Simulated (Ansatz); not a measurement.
A calculation with Ansatz (development build ahead of 0.2.0).

```yaml
crystal:
  periodic: [false, false, false]
  atoms:
    - { symbol: C, position_ang: [0.0, 0.0, -0.53219] }
    - { symbol: C, position_ang: [0.0, 1.28502, 0.22795] }
    - { symbol: C, position_ang: [0.0, -1.28502, 0.22795] }
    - { symbol: H, position_ang: [0.0, 0.0, -1.71436] }
    - { symbol: H, position_ang: [0.0, 2.33205, -0.32727] }
    - { symbol: H, position_ang: [0.0, 1.30001, 1.41332] }
    - { symbol: H, position_ang: [0.0, -2.33205, -0.32727] }
    - { symbol: H, position_ang: [0.0, -1.30001, 1.41332] }
basis:
  gaussian: { orbitals: def2-TZVP }
total_charge: 1
hamiltonian:
  xc: hf
```

The input is written out in the form of the current development build from the run's settings.

Results

- Converged: yes
- Total energy: -116.17362 hartree
- Spin squared of the determinant: 0.000

Caution: no unrestricted run beside it, a lower state can exist.
